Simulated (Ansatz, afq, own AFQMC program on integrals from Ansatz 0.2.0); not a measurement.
# CH₃⁺, singlet in cc-pVDZ, levels against full CI

```
atom    x (Å)    y (Å)    z (Å)
   C   0.0000   0.0000   0.0000
   H   2.1590   0.0274  -0.0005
   H  -1.1033   1.8560  -0.0055
   H  -1.0557  -1.8834   0.0060
```

Basis cc-pVDZ. Noble-gas cores (and the filled d shells of Ga–Kr and In–Xe) are frozen. Ansatz 0.2.0 and our own AFQMC program on the same integrals; the CISD trial comes from CCSD amplitudes, and released means the phaseless constraint is let go. Error bars are statistical, one sigma.

Determinant: UHF, the one that the program's search chose, which needn't be the lowest solution. The geometry is a point of a scan.

Full CI on the same integrals is exact in this basis and with this determinant's frozen core.

Cautions: an unrestricted solution with more broken spin lies lower (1.08 eV, ⟨S²⟩ 1.79); strong correlation (T1 0.125, weight of the determinant 0.64, largest double 0.18); (T) is large, 7 % of the CCSD correlation; unrestricted determinant spin contaminated (⟨S²⟩ 1.33 against 0.00); CCSD(T) is in doubt: in a space of 6 electrons in 8 natural orbitals full CI lies 275 meV below it; the released energies are still falling, so no released level is given (meV from the phaseless value at times in 1/Eh: -41 ± 10 at 0.24, -51 ± 11 at 0.51, -82 ± 6 at 0.99, -133 ± 8 at 1.62, 709 ± 866 at 2.40).

The T1 diagnostic is 0.1245, the weight of the determinant in the CISD state is 0.644 and the ⟨S²⟩ of the determinant is 1.332. The size of the correlated space is 6 electrons in 28 orbitals.

```
  level  correlation energy (eV)
    MP2                  -2.4041
   CCSD                  -4.0631
CCSD(T)                  -4.3463
```

**Question.** Estimate where phaseless AFQMC with the Hartree–Fock trial lies against CCSD(T) on the same integrals.

**Answer.** 0.7 ± 3.7 kJ/mol below CCSD(T). The gap is under twice the noise, so this walk alone can't tell the two apart.

Reference: full CI, correlation energy -4.666 eV. The cautions show a poor starting determinant, so the rows tell how each method copes with it here, and full CI is the sure value.

| level | E − E(reference) (kJ/mol) | share of correlation (%) |
| --- | --- | --- |
| CCSD(T) | 30.8 | 93.15 |
| CCSDT | 8.4 | 98.14 |
| CCSDT(Q) | 1.6 | 99.64 |
| CCSDTQ | 0.3 | 99.94 |
| ph-AFQMC/HF | 30.1 ± 3.7 | 93.30 |
| ph-AFQMC/CISD | 24.4 ± 0.7 | 94.57 |

CCSDT and higher add their correlation energy to the determinant of the CCSD(T) run, since their own runs factorise the integrals more tightly (a shift of under 2 meV).
